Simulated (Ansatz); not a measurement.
A calculation on zinc-blende InSb returned lattice constant a 6.539 Å, bulk modulus 42.0 GPa, cohesive energy 2.97 eV/atom.

For reference: lattice constant a 6.468 Å (measured, static lattice: zero-point anharmonic expansion removed; as tabulated in Mejia-Rodriguez and Trickey (2018), arXiv:1807.09216); bulk modulus 46.1 GPa (measured, 0 K value with the zero-point phonon effect removed; as tabulated in Mejia-Rodriguez and Trickey (2018), arXiv:1807.09216).

### Question
Which level of theory produced these numbers?
A) PBE-D4 (Ansatz (a program for electronic structure))
B) rVV10 (Ansatz)
C) BLYP (Ansatz)
D) r²SCANh (Ansatz)

### Answer
A, PBE-D4 (Ansatz)

The others give: r²SCANh 6.533 Å, 46.0 GPa, 2.70 eV/atom; BLYP 6.785 Å, 29.3 GPa, 2.25 eV/atom; rVV10 6.655 Å, 37.1 GPa, 2.98 eV/atom.

Unless a cell is named, each level is at its own relaxed cell (BLYP 39.04, PBE-D4 34.95, r²SCANh 34.85, rVV10 36.85 Å³/atom).

Caveats: the cell is over a tenth larger than the published one: the level's own overestimate first of all, though another phase or state, or a fault of the published cell, is possible (BLYP). Ansatz's density-functional and Hartree–Fock values are scalar-relativistic unless marked +SOC, with PAW data made under PBE.
